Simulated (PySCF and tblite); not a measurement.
Results of a calculation; reference values are marked as such.
System: C₄H₁₀S₂, numbered as in [CH3:1][S:2][S:3][CH:4]([CH3:5])[CH3:6].

Motion: rotation about the S2–S3 bond (torsion C1–S2–S3–C4 from 100° to 260°, rising). GFN2-xTB gives an electronic barrier of 4.4 kcal/mol.

**Question.** What does PBE0/pcSseg-1 + D3(BJ) give on GFN2-xTB geometries?

**Answer.** A barrier of 7.2 kcal/mol, 2.8 above the tight-binding barrier (from unrounded values) and, with GFN2-xTB thermal terms, ΔG‡(298 K) = 7.5 kcal/mol and k = 1.9×10⁷ s⁻¹ (1 equivalent path).

Programs: tblite and PySCF.
